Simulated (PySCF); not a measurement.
**propene: calculation against experiment**

**What was measured.**

From NIST CCCBDB Release 22 (SRD 101), experimental dipoles, for the gas: dipole moment (microwave Stark effect, vibrational ground state) 0.363 D.

How close the calculation comes is told at the end.

Compound: propene, C₃H₆.
Atom-mapped SMILES: `[CH2:1]=[CH:2][CH3:3]` (hydrogens: H4, H5 on C1; H6 on C2; H7, H8, H9 on C3)

Structure used (GFN2-xTB), in Å, numbered top down from 1:
```xyz
9
C3H6 angstrom
C      1.3422    0.0806   -0.2630
C      0.2829   -0.1074    0.5006
C     -1.1301   -0.0024    0.0336
H      1.2498    0.3305   -1.3076
H      2.3460   -0.0053    0.1176
H      0.4044   -0.3565    1.5473
H     -1.6570    0.7635    0.6022
H     -1.1756    0.2500   -1.0227
H     -1.6490   -0.9471    0.1941
```

The PySCF runs (gas phase, on this GFN2-xTB geometry; no spin–orbit coupling):

```tsv
level	job	basis functions	wall time
PBE0/pcSseg-1	shieldings, charges and field gradients	81	4.0 s
B3LYP/pcJ-1	spin–spin couplings from 9 perturbed nuclei	141	10 s
```

Hardware: one thread of an x86-64 server, shared host.

Results beside the measurements:

**Dipole moment.** Measured: 0.363 D (NIST CCCBDB Release 22 (SRD 101), experimental dipoles).

```csv
level,computed (D),computed − measured (D),% (from the printed values)
PBE0/pcSseg-1,0.405,+0.042,+12
B3LYP/pcJ-1,0.385,+0.022,+6
```

Closest is B3LYP/pcJ-1 (+0.022 D), furthest PBE0/pcSseg-1 (+0.042 D); one molecule doesn't rank methods. The computed dipoles belong to one fixed geometry; measured ones are averaged over vibrations unless marked μe. Magnitudes are compared, not signs.

No measured geometry was used, and the causes of the misses weren't examined.
